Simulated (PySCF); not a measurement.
Molecule: SMILES C=NCC1CC1, C₅H₉N.

Bonds (- single, = double, # triple, : aromatic): C1=N2, N2-C3, C3-C4, C4-C5, C5-C6, C6-C4. C1 carries H7, H8; C3 carries H9, H10; C4 carries H11; C5 carries H12, H13; C6 carries H14, H15. H8 is cis to C3; H12, H14 are cis to C3 on the ring; H7 is trans to C3; H13, H15 are trans to C3 on the ring.

Frames of a GFN2-xTB Langevin trajectory at 200 K; GIAO PBE0/pcSseg-1 shieldings in PySCF 2.14, gas phase, non-relativistic; equivalent atoms averaged within each frame.

References, each an isolated molecule treated in the same way: ¹³C (σref 186.93), ¹H (σref 31.72) vs TMS; ¹⁵N (σref 267.73) vs NH3. The references are static minima.

Q: How do the shifts (ppm) fluctuate along the trajectory?

A: 
```csv
time (fs),C1,C3,C4,C5/C6,N2,H8,H7,H9/H10,H11,H13/H15
optimised geometry,153.7,73.7,16.2,5.0,417.1,7.60,7.20,3.42,1.44,0.46
250,142.7,82.9,20.4,10.4,402.3,7.67,6.77,3.92,1.18,1.12
425,154.8,78.3,13.9,10.7,434.2,7.46,7.03,4.54,0.89,1.42
625,156.4,86.7,16.8,5.2,429.1,8.03,7.13,4.27,2.68,0.53
800,159.8,63.5,20.9,4.5,436.2,7.72,7.66,3.84,1.77,0.34
1000,151.8,68.1,18.1,8.5,408.8,7.52,7.77,3.48,1.74,1.39
mean of frames,153.1,75.9,18.0,7.9,422.1,7.68,7.27,4.01,1.65,0.96
standard deviation,6.5,9.8,2.9,2.9,15.5,0.22,0.43,0.41,0.69,0.50
```

5 frames give an uncertainty of the mean of about the standard deviation over 2.2 at best, since frames this close in time may not be independent; classical motion lacks zero-point vibration, and the reference would need the same averaging.
